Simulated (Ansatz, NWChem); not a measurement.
**Strength of the C–H bond: C2H3O → C2H2O + H**

Species: C2H3O `C[C]=O`, doublet; C2H2O (ethenone) `C=C=O`, singlet; H atom, doublet. 

Shapes, held fixed at every level: PBE0-D4/def2-TZVP. Programs: Ansatz 0.2.0, NWChem 7.3.0. The zero-point and thermal change to 298 K, harmonic and unscaled (5/2 RT less the spin-orbit lowering for atoms, PBE0-D4/def2-TZVP), is -25.2 kJ/mol.

**Question.** Estimate the reaction enthalpy at 298 K.

**Answer.** From tabulated heats of formation (Active Thermochemical Tables, tabulated atomic heats), ΔH(298 K) = +179.1 kJ/mol. Nearest: CCSD(T)/def2-TZVPP (0.0); farthest: HF/def2-SVP (-12.1). 7 of 8 levels lie within 10 kJ/mol. Open shells run unrestricted unless RO is named. The CBS estimate extrapolates MP2 from def2-TZVPP and def2-QZVPP and adds CCSD(T) − MP2 in the triple-zeta set, cores frozen.

```
                             level                    kind  ΔH (kJ/mol)  computed − measured
                       HF/def2-SVP            Hartree–Fock       +167.0                -12.1
                   PBE/aug-cc-pVDZ                     GGA       +170.0                 -9.2
B3LYP/6-31G* (Cartesian functions)           global hybrid       +187.6                 +8.5
             r2SCAN0-D4/def2-TZVPP           global hybrid       +187.2                 +8.1
                wB97M-V/def2-TZVPP  range-separated hybrid       +174.6                 -4.5
                  CCSD(T)/def2-SVP   coupled cluster or CI       +178.1                 -1.0
                CCSD(T)/def2-TZVPP   coupled cluster or CI       +179.1                  0.0
              CCSD(T)/CBS estimate   coupled cluster or CI       +181.4                 +2.3
```
